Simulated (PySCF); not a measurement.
An unknown is described by computed data only.

Formula: H3NO.

| Quantity | Value |
| --- | --- |
| UV, first state | lowest singlet excitation: 6.79 eV (183 nm, f = 0.007) [TDDFT PBE0/def2-SVPD] |
| Rotational structure | rotational constants A, B, C: 193.485, 26.343, 26.301 GHz [PBE0-D3(BJ)/def2-SVP] |
| Couplings | largest of the computed one-bond spin–spin couplings (means over like bonds): 17O–1H -63.5, 15N–1H -61.5 (×2), 17O–15N -4.1 Hz [B3LYP/pcJ-1] |
| Triplet | lowest triplet excitation (Tamm–Dancoff): 6.39 eV [TDA PBE0/def2-SVPD] |
| Valence photoelectron | vertical ionisation energy: 10.52 eV [ΔSCF PBE0/def2-SVPD] |
| XPS | N1s 406.9, O1s 539.6 eV [ΔSCF SCAN, pcX-2 on the ionised atom, pcseg-1 elsewhere, spin-free X2C] |
| Polarisability | 17.8 au [PBE0/def2-SVPD] |

The electronic properties come from PySCF, for the isolated species, density fitting. Levels stand in brackets. Geometry: PBE0-D3(BJ)/def2-SVP, one conformer, isolated molecule.

Problem. Give a SMILES that accounts for the data.

Solution. Its formula, H3NO, gives 0 degrees of unsaturation, so no ring and no π bond. The couplings run between: -63.5 Hz, hydroxyl oxygen and its hydrogen; -61.5 Hz, hydroxylamine nitrogen and its hydrogen (with 1 like pair); -4.1 Hz, hydroxyl oxygen and hydroxylamine nitrogen. The core levels belong to: N1s 406.9 eV, hydroxylamine nitrogen; O1s 539.6 eV, hydroxyl oxygen. The first electron is taken from the HOMO, whose largest Löwdin shares are 0.61 on the hydroxylamine nitrogen, 0.24 on the hydroxyl oxygen and 0.06 on each of 2 atoms of one kind (N–H hydrogen). The optimised geometry has point group Cs and is an asymmetric top. Structure: `NO` (hydroxylamine). Computed isomers that give other values at the same levels: `[NH3+][O-]` (core binding energies: N1s 410.1, O1s 536.5 eV).

The values belong to the conformer `[NH2:1][OH:2]`: H–N1–O2–H -125°.
